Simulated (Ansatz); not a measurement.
This script drives the Ansatz DFT code, driven from Python.

`c2h3f2.py`:
```python
'''Rigid torsion scan of C2H3F2.'''

import warnings

import ansatz as az
from ase import Atoms

warnings.simplefilter('ignore', az.DeckWarning)

atoms = Atoms(['F', 'C', 'C', 'F', 'H', 'H', 'H'], positions=[
    (-0.9473, 1.3332, -0.8824),
    (-0.763, 0.2005, -0.282),
    (0.5486, -0.1821, 0.1782),
    (0.7274, -1.5221, 0.3456),
    (-1.6758, -0.3079, -0.0418),
    (0.7951, 0.293, 1.1583),
    (1.3762, 0.1173, -0.5217),
])

# relax first, so that the scan starts from a minimum
first = (
    az.Crystal.molecule_from_ase(atoms).calculation()
    .basis(gaussian='def2-SVP')  # atom-centred Gaussian functions
    .functional('r2SCAN')
    .spin('collinear', total=1)  # two spin channels
    .relax(force_tolerance=0.02, max_steps=80)  # relax until the tolerances are met
)
atoms.positions = first.run().report['positions_ang']

start = atoms.get_dihedral(3, 2, 1, 0)
energies = {}
for turn in range(0, 360, 40):
    turned = atoms.copy()
    turned.set_dihedral(3, 2, 1, 0, start + turn, indices=[0, 1, 4])
    job = az.Crystal.molecule_from_ase(turned).calculation()
    job = job.basis(gaussian='def2-SVP').functional('r2SCAN')
    job = job.spin('collinear', total=1)
    energies[round((start + turn) % 360)] = job.run().report['free_energy_ev']
floor = min(energies.values())
print('dihedral F3-C2-C1-F0 (deg)   E - E(min) (kcal/mol)')
for angle, e in sorted(energies.items()):
    print(f'{angle:8d} {23.060548 * (e - floor):14.3f}  ' + '#' * int(30 * (e - floor) / max(max(energies.values()) - floor, 1e-9)))
```

It is started by `python c2h3f2.py`. Estimate its wall time and peak memory on 1 thread of INTEL(R) XEON(R) PLATINUM 8581C CPU @ 2.10GHz (Emerald Rapids) (shared host).

It took about 42 s, with a peak of 0.25 GiB, for 10 runs of the engine.

```console
$ python c2h3f2.py
dihedral F3-C2-C1-F0 (deg)   E - E(min) (kcal/mol)
       1          4.938  ##############################
      41          1.782  ##########
      81          0.000
     121          2.065  ############
     161          2.345  ##############
     201          1.412  ########
     241          1.805  ##########
     281          1.102  ######
     321          2.448  ##############
```

The scan is rigid and the energies are electronic, in a modest basis. With rigid groups the curve can differ much from the relaxed path, the start wasn't checked as a minimum of this torsion, and equivalent turns needn't return to the same energy. The species is open-shell (spin multiplicity 2).

(A comment or docstring line of the script was reworded after the run, the code is as it ran; lines on the test bed's own set-up are left out of the output.)
